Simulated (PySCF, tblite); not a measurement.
Species: CH3CH2CH2CHFCH3, C₅H₁₁F.
Cartesian coordinates in Å at the GFN2-xTB level; atoms count from 1:
```
atom  x, y, z in Å
C1     2.512    0.034   -0.252
C2     1.294   -0.119    0.649
C3    -0.010    0.069   -0.126
C4    -1.236   -0.076    0.770
C5    -2.546    0.149    0.029
F6    -1.253   -1.357    1.303
H7     3.427   -0.107    0.319
H8     2.491   -0.703   -1.052
H9     2.537    1.026   -0.698
H10    1.295   -1.112    1.103
H11    1.342    0.617    1.456
H12   -0.034    1.062   -0.578
H13   -0.068   -0.673   -0.925
H14   -1.159    0.595    1.636
H15   -2.579    1.161   -0.364
H16   -3.386    0.002    0.704
H17   -2.634   -0.557   -0.793
```

Computed with PBE0/pcSseg-1 in PySCF (dipole) on a GFN2-xTB geometry, gas phase.

Masses are those of the commonest isotopes; rigid-rotor values at the optimised geometry. The values belong to one conformer with, in the numbering `[CH3:1][CH2:2][CH2:3][C@@H:4]([CH3:5])[F:6]`, C1–C2–C3–C4 180°, C2–C3–C4–C5 178°.

Problem. Give the principal moments of inertia and the rotational constants in cm⁻¹.

Solution. Ia = 68.71, Ib = 290.33, Ic = 333.44 u·Å²; 505379 MHz·u·Å²/I gives 7356, 1741 and 1516 MHz, that is A = 0.24536, B = 0.05806, C = 0.05056 cm⁻¹.

Problem. Classify the top.

Solution. A near-prolate asymmetric top: κ = (2 × 1741 − 7356 − 1516)/(7356 − 1516) = -0.92.

Problem. What does the inertial defect say?

Solution. Not planar: Δ = Ic − Ia − Ib = -25.59 u·Å². For a rigid frame Δ = −2 Σ m c², so Σ m c² = 12.80 u·Å² lies off the ab plane: 8.86 from hydrogen and 3.94 from heavier atoms. The atom farthest from that plane is 1.43 Å away.

Problem. List the rotational levels J(Ka,Kc) to J = 2 (MHz).

Solution. Above 0(0,0):
J = 1: 1(0,1) 3256, 1(1,1) 8871, 1(1,0) 9096
J = 2: 2(0,2) 9762, 2(1,2) 15159, 2(1,1) 15834, 2(2,1) 32679, 2(2,0) 32686
The levels of one J sum to (2J + 1)J(J + 1)(A + B + C)/3.

Problem. Which types of transition are allowed, and where do some lines up to J = 2 fall?

Solution. The dipole components are |μa| = 0.34 D, |μb| = 1.61 D, |μc| = 0.60 D. The squared components, which scale the intensities, stand as 0.04 : 1.00 : 0.14 (a : b : c). Some lines, for components of 0.1 D or more:

| type | branch | J(Ka,Kc) | MHz | lower level (cm⁻¹) |
| --- | --- | --- | --- | --- |
| a | Q | 2(1,1) ← 2(1,2) | 675 | 0.506 |
| b | R | 2(0,2) ← 1(1,1) | 891 | 0.296 |
| a | R | 1(0,1) ← 0(0,0) | 3256 | 0.000 |
| c | Q | 2(1,2) ← 2(0,2) | 5397 | 0.326 |
| c | Q | 1(1,1) ← 1(0,1) | 5615 | 0.109 |
| b | Q | 1(1,0) ← 1(0,1) | 5840 | 0.109 |
| a | R | 2(0,2) ← 1(0,1) | 6506 | 0.109 |
| a | R | 2(1,1) ← 1(1,0) | 6738 | 0.303 |
| b | R | 1(1,1) ← 0(0,0) | 8871 | 0.000 |
| c | R | 1(1,0) ← 0(0,0) | 9096 | 0.000 |
| b | R | 2(1,2) ← 1(0,1) | 11903 | 0.109 |
| c | R | 2(1,1) ← 1(0,1) | 12578 | 0.109 |
| c | Q | 2(2,1) ← 2(1,1) | 16845 | 0.528 |
| b | Q | 2(2,0) ← 2(1,1) | 16852 | 0.528 |
| b | Q | 2(2,1) ← 2(1,2) | 17520 | 0.506 |
| b | R | 2(2,1) ← 1(1,0) | 23583 | 0.303 |
| c | R | 2(2,0) ← 1(1,0) | 23589 | 0.303 |

Problem. Estimate the classical rotational partition function at 50 K, 100 K and 500 K.

Solution. Point group C1, symmetry number σ = 1; q = (√π/σ)·√((kT/h)³/(ABC)), k/h = 20836.6 MHz/K: 13500 at 50 K, 38300 at 100 K, 428000 at 500 K.

Its GFN2-xTB frequencies are all real (lowest 81 cm⁻¹). Zero-point vibration and centrifugal distortion are left out. A rigid rotor knows nothing of internal rotation, which can split or shift real lines.
